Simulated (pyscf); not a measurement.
One four-centre exchange on the singlet surface with elements of a group swapped. ωB97M-D3(BJ)/def2-TZVP, kJ/mol, from the separated reactants. Optimised with ωB97X-D3(BJ)/def2-SVP in PySCF.

```tsv
step	barrier	reaction energy	imaginary mode (i cm⁻¹)
`[OH][Ga]([OH])[OH]` + `[H][H]` → `[OH][GaH][OH]` + `[OH2]`	…	…	1314
`[OH][Al]([OH])[OH]` + `[H][H]` → `[OH2]` + `[OH][AlH][OH]`	98.6	+115.8	1239
```

What belongs in the gaps?


- `[OH][Ga]([OH])[OH]` + `[H][H]` → `[OH][GaH][OH]` + `[OH2]`, barrier: 99.7
- `[OH][Ga]([OH])[OH]` + `[H][H]` → `[OH][GaH][OH]` + `[OH2]`, reaction energy: +28.9

Row 1: On the product side the descent ends in an adduct with a Ga–O contact, 67.0 kJ/mol under the separated species and 131.3 kJ/mol under the saddle at ωB97X-D3(BJ)/def2-TZVP. Row 2: On the product side the descent ends in an adduct with a Al–O contact, 92.5 kJ/mol under the separated species and 71.7 kJ/mol under the saddle at ωB97X-D3(BJ)/def2-TZVP. Each row is the saddle that its search found. Elements up to Kr have no core potential and no relativistic terms here.
